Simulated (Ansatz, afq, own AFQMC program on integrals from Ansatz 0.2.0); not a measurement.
## Where AFQMC and coupled cluster stand for AlO⁺, triplet

```xyz
2

Al    0.0000    0.0000    0.0000
O     0.0000    0.0000    2.0810
```

Basis 6-31G. Only valence electrons are correlated. Ansatz 0.2.0 and our own AFQMC program on the same integrals; the CISD trial comes from CCSD amplitudes, and released means the phaseless constraint is let go. Error bars are statistical, one sigma.

Determinant: ROHF, the one that the program's search chose, which needn't be the lowest solution. The geometry is a point of a scan.

Full CI on the same integrals is exact in this basis and with this determinant's frozen core.

Cautions: lower spins were not checked; a spin-contaminated unrestricted determinant lies lower (UHF 314 meV lower, ⟨S²⟩ 2.10); the search met a lower determinant of the same kind, perhaps of another symmetry (65 meV lower), and this one is a saddle point; strong correlation (T1 0.083, weight of the determinant 0.81, largest double 0.11).

```
T1 diagnostic                               : 0.0825
weight of the determinant in the CISD state : 0.811
size of the correlated space                : 8 electrons in 16 orbitals
```

Reference: full CI, correlation energy -3.350 eV. The released energy is read at 2.40 1/Eh (meV from the phaseless value at times in 1/Eh: -8 ± 3 at 0.24, -10.5 ± 2.3 at 0.51, -14 ± 3 at 0.99, -14 ± 3 at 1.62, -18 ± 3 at 2.40). The cautions show a poor starting determinant, so the rows tell how each method copes with it here, and full CI is the sure value.

| level | E − E(reference) (kcal/mol) | share of correlation (%) |
| --- | --- | --- |
| HF | 77.25 | 0.00 |
| MP2 | 23.28 | 69.87 |
| CCSD | 1.77 | 97.71 |
| CCSD(T) | 0.62 | 99.20 |
| CCSDT | 0.17 | 99.78 |
| CCSDT(Q) | -0.02 | 100.03 |
| CCSDTQ | 0.00 | 99.99 |
| ph-AFQMC/CISD | 0.65 ± 0.07 | 99.16 |
| released AFQMC | 0.23 ± 0.08 | 99.70 |

CCSDT and higher add their correlation energy to the determinant of the CCSD(T) run, since their own runs factorise the integrals more tightly (a shift of under 2 meV). A walk keeps the symmetry of its determinant, which the program's search chose and which needn't be the lowest solution, so a lower state of the same spin and another symmetry isn't excluded. Released energies are given only where the last usable release times agree within the noise; a slower fall can still hide under it.
